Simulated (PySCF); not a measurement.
Nitrogen trifluoride, NF3.
SMILES: `FN(F)F`

Level of theory: PySCF 2.14.0, PBE0-D3(BJ)/def2-SVP geometry optimisation, gas phase.

Masses are those of the commonest isotopes; rigid-rotor values at the optimised geometry. 

Question: Give the principal moments of inertia and the rotational constants in GHz.

Answer: Ia = 46.08, Ib = 46.14, Ic = 84.44 u·Å²; 505379 MHz·u·Å²/I gives 10968, 10954 and 5985 MHz, that is A = 10.968, B = 10.954, C = 5.9853 GHz.

Question: Classify the top.

Answer: An oblate symmetric top, as the point group C3v requires two equal moments; the computed ones differ by 0.13 % because the geometry is symmetric only within the optimiser's tolerance; Ray's κ = 0.994.

Question: Is it planar, by Δ = Ic − Ia − Ib?

Answer: Not planar: Δ = Ic − Ia − Ib = -7.78 u·Å². For a rigid frame Δ = −2 Σ m c², so Σ m c² = 3.89 u·Å² lies off the ab plane. The atom farthest from that plane is 0.47 Å away.

The dipole components are |μa| = 0.00 D, |μb| = 0.00 D, |μc| = 0.06 D.

No frequency check. These are rigid-rotor constants of the computed structure; measured ground-state constants (B0) also hold zero-point vibration.
